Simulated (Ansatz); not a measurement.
Species, as SMILES: S (H2S).
Geometry (B3LYP-D3(BJ)/def2-TZVP, fixed):
```
S
H 1 1.3426
H 1 1.3426 2 92.55
```

Basis-set convergence of the dipole moment at MP2 with Ansatz (an electronic-structure program). Dipoles come from the density behind the forces; the sign is taken along the dipole that this method gives in the largest set. The reference of a correlated method is not its basis-set limit, which lies further on. All functions are spherical. Cores are frozen. No added dispersion term, no relativity. Reference: the value in aug-pcseg-3, 0.991 D, itself unsure by roughly 0.009 D (its mean distance from aug-cc-pV(Q+d)Z, def2-QZVPPD).

```csv
basis,functions,dipole moment (D)
def2-SV(P),22,…
def2-SVPD,43,1.042
aug-cc-pV(D+d)Z,50,…
pcseg-2,62,…
cc-pV(T+d)Z,67,1.104
"6-311++G(3df,3pd)",83,…
def2-QZVPP,130,1.054
def2-QZVPPD,145,0.999
aug-cc-pV(Q+d)Z,181,1.000
```

### Question
Complete the blanks.

### Answer

- def2-SV(P), dipole moment (D): 1.444
- aug-cc-pV(D+d)Z, dipole moment (D): 1.034
- pcseg-2, dipole moment (D): 1.174
- 6-311++G(3df,3pd), dipole moment (D): 0.983
